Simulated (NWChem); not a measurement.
# Correlation energy of Cl (-1)

```xyz
1

Cl     0.0000     0.0000     0.0000
```
Charge -1, spin multiplicity 1.

Everything below was run with NWChem.

Basis set: def2-TZVPD. Each correlation energy counts from its own Hartree-Fock reference.

The correlated methods keep 5 core orbitals frozen. Coupled-cluster values serve here as a point of comparison, not as the truth.

Q: For the correlation energy, MP2 gives -200.5 mHa and SCS-MP2 gives -196.6 mHa. What do CCSD, CCSD+T(CCSD), CCSD(T) give?

A: CCSD: -216.9 mHa; CCSD+T(CCSD): -225.8 mHa; CCSD(T): -225.8 mHa.
